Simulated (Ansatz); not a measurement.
C$_{6}$H$_{11}$+ (`C[C+]1CCCC1`). Total charge 1; spin multiplicity 1. The geometry is a stationary point of PBE0-D4/def2-TZVP.

```xyz
17

C    -0.796    1.978    0.488
C    -0.298    0.653    0.176
C     0.608   -0.113    1.015
C     1.138   -1.252    0.143
C    -0.018   -1.498   -0.826
C    -0.590   -0.095   -1.039
H    -0.021    2.670    0.109
H    -0.844    2.164    1.563
H    -1.726    2.228   -0.019
H     1.301    0.479    1.617
H    -0.121   -0.528    1.750
H     1.411   -2.130    0.727
H     2.032   -0.916   -0.390
H     0.289   -1.969   -1.758
H    -0.780   -2.135   -0.368
H    -1.614    0.014   -1.405
H     0.031    0.451   -1.784
```

Problem. Give the Mulliken charges with PBE, r2SCAN, ωB97M-V in def2-TZVPP. (Best estimate.)

Solution. The calculation gave: 
```json
{"atom": "C1", "PBE": "-0.18", "r2SCAN": "-0.08", "ωB97M-V": "-0.19"}
{"atom": "C2", "PBE": "0.07", "r2SCAN": "0.09", "ωB97M-V": "0.12"}
{"atom": "C3", "PBE": "-0.05", "r2SCAN": "0.01", "ωB97M-V": "-0.13"}
{"atom": "C4", "PBE": "-0.13", "r2SCAN": "-0.06", "ωB97M-V": "-0.19"}
{"atom": "C5", "PBE": "-0.13", "r2SCAN": "-0.06", "ωB97M-V": "-0.19"}
{"atom": "C6", "PBE": "-0.04", "r2SCAN": "0.01", "ωB97M-V": "-0.12"}
{"atom": "H7", "PBE": "0.16", "r2SCAN": "0.13", "ωB97M-V": "0.17"}
{"atom": "H8", "PBE": "0.15", "r2SCAN": "0.11", "ωB97M-V": "0.15"}
{"atom": "H9", "PBE": "0.14", "r2SCAN": "0.10", "ωB97M-V": "0.15"}
{"atom": "H10", "PBE": "0.14", "r2SCAN": "0.11", "ωB97M-V": "0.16"}
{"atom": "H11", "PBE": "0.15", "r2SCAN": "0.12", "ωB97M-V": "0.18"}
{"atom": "H12", "PBE": "0.12", "r2SCAN": "0.08", "ωB97M-V": "0.14"}
{"atom": "H13", "PBE": "0.11", "r2SCAN": "0.07", "ωB97M-V": "0.14"}
{"atom": "H14", "PBE": "0.12", "r2SCAN": "0.08", "ωB97M-V": "0.14"}
{"atom": "H15", "PBE": "0.11", "r2SCAN": "0.08", "ωB97M-V": "0.14"}
{"atom": "H16", "PBE": "0.14", "r2SCAN": "0.11", "ωB97M-V": "0.16"}
{"atom": "H17", "PBE": "0.15", "r2SCAN": "0.12", "ωB97M-V": "0.17"}
```

Program: Ansatz 0.2.0.
